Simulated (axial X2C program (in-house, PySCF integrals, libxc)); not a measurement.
# What spin–orbit coupling does to LiF⁻

Computed with an in-house all-electron X2C program for linear molecules (integrals from PySCF). Spin-free means the one-electron spin-free X2C Hamiltonian; two-component (2c) means X2C with spin–orbit coupling and atomic mean-field two-electron Coulomb and Gaunt terms, so the difference of the two also holds small scalar two-electron terms. Basis: F dyall-av3z [7s6p3d2f], Li dyall-av3z [9s9p3d] (cores contracted in-house); Gaussian nuclei, density fitting, unrestricted open shells. Masses: F 18.998 u, Li 7.016 u.

Spin-free state: M_S = 1/2, Λ = 0 (beyond evenly filled blocks: σα); fragments F- + Li.

```
  level  Re (Å)  ωe (cm⁻¹)  De (eV)  μ (D)
   PBE0   1.610      790.8    2.943  -9.00
     HF   1.600      821.3    3.043  -9.17
    MP2   1.637      759.7    2.849    n/a
   CCSD   1.626      780.4    2.936    n/a
CCSD(T)   1.631      770.6    2.904    n/a
 r2SCAN   1.618      779.6    2.941  -9.30
```

Correlated methods: 9 electrons correlated (number of frozen shells: F 1 s; Li 1 s), 187 virtual spin orbitals or spinors in MP2, 85 natural virtuals in coupled cluster.

Dipoles are positive if Li is the positive end and refer to the centre of mass.

Two-component determinant lowest at the distance of the search:

Ω = 1/2 (⟨Sz⟩ = 0.50, ⟨Lz⟩ = 0.00 at HF); fragments F- + Li.

```tsv
level	Re (Å)	ωe (cm⁻¹)	De (eV)	μ (D)
PBE0	1.610	790.6	2.942	-9.00
HF	1.600	821.1	3.043	-9.17
MP2	1.637	759.6	2.849	n/a
CCSD	1.626	780.2	2.936	n/a
CCSD(T)	1.631	770.4	2.904	n/a
r2SCAN	1.570	895.3	2.424	0.70
```

Task: From the two tables, how do the constants change at the CCSD(T) level (2c against spin-free)?

Result: At the CCSD(T) level Re is unchanged within 0.001 Å and ωe stays the same within 0.2 cm⁻¹; De changes by 0.000 eV.

The state is one determinant whose occupation by symmetry is held fixed; it was picked as the lowest of a PBE0 search that is not exhaustive. De is counted from the lowest determinant-based energies of the atoms at the same level, without counterpoise correction. Density functionals use the spin component along the axis (collinear). CCSD and (T) use frozen natural virtuals with an MP2 correction for the truncation; (T) itself is uncorrected, so its De runs slightly low. At some level and bond length an empty orbital lies below a filled one. Some points did not converge and are left out. The highest occupied level of some functionals is positive through self-interaction error; at Hartree–Fock it is bound. Hartree–Fock gets electron affinities wrong, so its lowest charge split need not be the true one.
